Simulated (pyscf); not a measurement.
# Routes from H₂B–NH₂ + ethylene (H₂C=CH₂)

Candidate steps break at most two bonds and form at most two. Each was searched with GFN2-xTB (tblite) first. Single points on ωB97X-D3(BJ)/def2-SVP structures (PySCF, gas phase). Energies: ωB97M-D3(BJ)/def2-TZVP, kcal/mol, from the separated reactants, singlet surface; ΔG‡ with ideal gas, 1 atm, RRHO with modes under 100 cm⁻¹ raised to 100, one conformer, R ln 2 for chiral ones without a mode under 150 cm⁻¹.

| products | type | ΔE‡ | ΔE | ΔG‡ 298 K | ΔG‡ 900 K | ν‡ (cm⁻¹) |
|---|---|---|---|---|---|---|
| H₃C–CH₂–BH–NH₂ | addition across a multiple bond or ene-type step | 18.2 | -35.0 | 29.8 | 51.6 | 425i |
| H₂C=CH–BH–NH₂ + H₂ | four-centre exchange | 48.9 | +1.1 | 57.4 | 76.9 | 1115i |
| H₂B–NH–CH₂–CH₃ | addition across a multiple bond or ene-type step | 72.6 | -20.8 | 79.4 | 98.8 | 2414i |

Plain bond fissions and candidates not yet searched are not listed, and one of them may be faster. Each barrier is that of the saddle found; lower ones may exist.
